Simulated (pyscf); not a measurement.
F–SiH₂–O–SiH₃ (SMILES F[SiH2]O[SiH3]) + HCl (SMILES Cl) -> HF (SMILES F) + H₃Si–O–SiH₂–Cl (SMILES [SiH3]O[SiH2]Cl) (four-centre exchange; singlet surface; F–Si, Cl–H broken, F–H, Cl–Si formed). PySCF, gas phase, ωB97X-D3(BJ)/def2-SVP geometries. Rate constants from transition-state theory, ωB97M-D3(BJ)/def2-TZVP energies (ideal gas, 1 atm, RRHO with modes under 100 cm⁻¹ raised to 100, one conformer, R ln 2 for chiral ones without a mode under 150 cm⁻¹; no tunnelling), k in cm³ molecule⁻¹ s⁻¹.

```csv
T (K),1000/T,log10 k
298,3.354,-39.32
600,1.667,?
900,1.111,-21.81
1200,0.833,-19.50
```

Problem. Fit an Arrhenius line to the three values, give the activation energy, and predict k at 600 K.

Solution. Least squares gives log10 k = -13.03 − 7.84 × 1000/T, so Ea = 7.84 × ln 10 × 1.987 = 35.9 kcal/mol, against an electronic barrier of 33.8. At 600 K the line gives -26.10; the computed value is -26.27 (ΔG‡ = 55.7 kcal/mol), a factor 1.5 under the line, since the plot is curved. On the product side the descent ends in a complex, 5.1 kcal/mol under the separated species and 29.3 kcal/mol under the saddle at ωB97X-D3(BJ)/def2-TZVP. One saddle was located; it need not be the lowest between these sides.
